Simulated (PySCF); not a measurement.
Task: What does the PBE0-D3(BJ)/def2-SVP structure of 4-methylisothiazole, `CC1=CSN=C1` look like in three dimensions?

Result: 
```xyz
11
C4H5NS angstrom
C     -1.3294   -0.3484    0.5834
C     -0.0017    0.0422    0.0184
C      0.8287   -0.8052   -0.7799
N      1.9684   -0.3122   -1.2004
S      2.1232    1.2424   -0.6523
C      0.6246    1.2566    0.1703
H     -1.2404   -1.2310    1.2362
H     -2.0428   -0.6047   -0.2158
H     -1.7673    0.4657    1.1765
H      0.5699   -1.8329   -1.0568
H      0.2668    2.1274    0.7205
```

Any rigid rotation of these coordinates is as good. Atoms count from 1 in this order. The 5-membered ring C2–C3–N4–S5–C6 has internal angles of 94.9° to 117.5° (sum 540°, against 540° for a flat polygon); it is planar, 0.00 Å rms from its mean plane, widest ring torsion 0°. The 6 heavy atoms lie in one plane (0.000 Å rms). The C–C distances run from 1.375 Å (C2–C6, aromatic) to 1.495 Å (C1–C2, drawn single), a spread of 0.120 Å.

Bonds between heavy atoms (Å): C1–C2 1.495, C2–C3 1.430, C3–N4 1.311, N4–S5 1.656, S5–C6 1.710, C2–C6 1.375.

The calculation used PBE0-D3(BJ)/def2-SVP geometry optimisation, gas phase in PySCF.

Point group: Cs (every atom within 0.08 Å of its image). Whether it is a minimum is left open (no frequencies).
